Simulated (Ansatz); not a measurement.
```xyz
9

N    -0.157    1.280    1.502
Al    0.469    0.845   -0.094
Si   -0.143   -1.349   -0.998
H    -0.747    0.692    2.068
H     0.025    2.151    1.976
H     1.386    1.912   -0.828
H    -0.884   -1.225   -2.287
H    -1.011   -2.121   -0.063
H     1.062   -2.185   -1.275
```

Total charge 0; spin multiplicity 1.

List the CAM-B3LYP/def2-TZVPP orbital energies in eV (Ansatz 0.2.0). (An estimate is asked.)

The calculation gave: Occupied: -1800.40, -1526.05, -390.80, -145.03, -114.13, -100.35, -100.35, -100.33, -74.85, -74.68, -74.66, -24.74, -16.50, -14.93, -13.77, -11.11, -10.98, -10.77, -9.11, -8.78. Lowest empty: -0.14, 0.92, 1.43, 2.29, 2.44, 2.60, 3.26, 3.71.
